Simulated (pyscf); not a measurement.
This saddle point was located with ωB97X-D3(BJ)/def2-SVP in PySCF.

```xyz
14

C     -0.0739     0.8282    -1.5049
C     -0.7569     0.0628    -0.6761
C     -1.7555    -0.7425    -0.2863
H     -0.4454     0.9739    -2.5256
H      0.8548     1.3318    -1.2251
H     -2.6338    -0.3380     0.2277
H     -1.6523    -1.8312    -0.3428
C      0.0119    -0.5791     2.3172
C      0.5938     0.2321     1.2048
H      0.6349    -0.5174     3.2302
H     -0.9971    -0.2289     2.5875
H     -0.0617    -1.6440     2.0449
H      0.5213     1.3231     1.2703
H      1.4922    -0.1473     0.7059
```
Charge 0, spin multiplicity 2.

Surface: doublet, charge 0. Lowest wavenumbers (cm⁻¹): 541i, 31, 140, 175, 179.

### Question
What reaction is this the transition state of?

### Answer
`[CH2]=[C]=[CH2]` + `[CH2][CH3]` [doublet] <-> `[CH2][C](=[CH2])[CH2][CH3]` [doublet], an addition read from left to right: none broken and C–C formed. At ωB97M-D3(BJ)/def2-TZVP it lies +0.35 eV from the left side and +2.46 eV from the right (each side as separated species at their lowest minima found). This is the saddle that the search found; another between the same sides may lie lower.
